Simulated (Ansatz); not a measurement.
**SiHF: vertical ionisation energy**

The task here is to estimate one member of a computed series from the others.

Computed with Ansatz 0.2.0, Gaussian basis. Level: unrestricted cation, the program's frozen cores in correlated methods.

The runs, in order: UKS PBE-D4/def2-TZVPP; UKS r2SCAN-D4/def2-TZVPP; UKS PBE0-D4/def2-TZVPP; UKS B3LYP-D4/def2-TZVPP; UKS wB97X-V/def2-TZVPP; UKS wB97M-V/def2-TZVPP; UKS B2PLYP/def2-TZVPP; UHF-CCSD(T)/def2-TZVPP; UHF-CCSD(T)/def2-QZVPP; extrapolation to the limit; then −ε(HOMO) from the neutral's earlier runs with LDA (SPW92), PBE-D4, revPBE-D4, BLYP-D4, r2SCAN-D4, B97M-V, PBE0-D4, B3LYP-D4, r2SCANh-D4, r2SCAN0-D4, HSE06-D4, BHLYP-D4, CAM-B3LYP-D4, LC-ωPBE, ωB97X-V, ωB97M-V.

## The relaxed structure

The geometry comes from an earlier relaxation with PBE0-D4 in a triple-zeta def2 set; it is a stationary point.

SMILES `F[SiH]`, 3 atoms, charge 0, spin multiplicity 1.

Atoms are counted from 1 here; the program's logs count them from 0.

Bond lengths: F1–Si2 1.612 Å, Si2–H3 1.540 Å. Angles: F1–Si2–H3 96.3°.

Set-up of the first run:

in.yaml

```yaml
crystal:
  periodic: [false, false, false]
  atoms:
    - {symbol: F, position_ang: [-1.090239, 0.024419, -0.602325]}
    - {symbol: Si, position_ang: [0.186840, 0.629368, 0.173848]}
    - {symbol: H, position_ang: [0.892399, -0.718587, 0.415277]}
basis:
  gaussian: {orbitals: def2-TZVPP}
total_charge: 1
magnetization: {spin_polarized: true, initial_magnetization: 1}
hamiltonian: {xc: pbe, dispersion: d4}
```

Among the steps run: Cation, UKS PBE-D4/def2-TZVPP; Cation, UKS r2SCAN-D4/def2-TZVPP; Cation, UKS PBE0-D4/def2-TZVPP; Cation, UKS B3LYP-D4/def2-TZVPP; Cation, UKS wB97X-V/def2-TZVPP; Cation, UKS wB97M-V/def2-TZVPP; Cation, UKS B2PLYP (frozen core)/def2-TZVPP; Cation, UHF-CCSD(T)/def2-TZVPP; Cation, UHF-CCSD(T)/def2-QZVPP.

One table of the session follows, with a row left open; its other results are not shown here.

Orbital estimates, from the neutral's runs:

| functional | −ε(HOMO) (eV) |
| --- | --- |
| LDA (SPW92) | 5.89 |
| PBE-D4 | 5.83 |
| revPBE-D4 | 5.80 |
| BLYP-D4 | 5.74 |
| r2SCAN-D4 | 6.06 |
| B97M-V | 6.13 |
| PBE0-D4 | ? |
| B3LYP-D4 | 6.80 |
| r2SCANh-D4 | 6.48 |
| r2SCAN0-D4 | 7.10 |
| HSE06-D4 | 6.56 |
| BHLYP-D4 | 8.01 |
| CAM-B3LYP-D4 | 8.29 |
| LC-ωPBE | 9.58 |
| ωB97X-V | 9.25 |
| ωB97M-V | 9.07 |

Estimate the missing values for PBE0-D4.

As computed: −ε(HOMO) (eV): 6.97. In the column «−ε(HOMO) (eV)» it lies between B3LYP-D4 (6.80) and r2SCAN0-D4 (7.10).
